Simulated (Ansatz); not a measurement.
# Corundum Cr₂O₃

Calculation: HSE06 in Ansatz (plane waves, PAW).

Run with plane-wave cutoff 500 eV, 6×6×6 k mesh, Fermi–Dirac smearing 0.05 eV, magnetic order afm+--+, spin-polarised with opposed moments, scalar-relativistic PAW data made under PBE.

Cell (relaxed with r²SCAN):

```
Cr2O3
1.0
    4.69760    -2.49890    -0.02829
    4.69760     2.49890    -0.02829
    3.39315     0.00000     4.09869
Cr O
4 6
Direct
  0.34769   0.34769   0.34769
  0.15231   0.15231   0.15231
  0.65231   0.65231   0.65231
  0.84769   0.84769   0.84769
  0.55483   0.94517   0.25000
  0.25000   0.55483   0.94517
  0.94517   0.25000   0.55483
  0.44517   0.05483   0.75000
  0.75000   0.44517   0.05483
  0.05483   0.75000   0.44517
```

```yaml
magnetic moment (largest site, within a sphere): 2.41 μB
band_gap: 4.32 eV (on the SCF k mesh)
```

Measured, for comparison: band gap 3.3 ± 0.1 eV (temperature not stated, not corrected to a static lattice, middle of the range; as tabulated in Medasani et al. (2019), arXiv:1904.04625). Computed (rounded) less measured: band gap +1.02 eV.

Note: exact exchange on metals is sensitive to the k mesh and can open a false gap; cell and atoms aren't relaxed at this level (largest force component 0.12 eV/Å, pressure -0.9 GPa).

Moments are spin moments.

Static lattice: no zero-point or thermal effects.

Ansatz is a first-principles code.
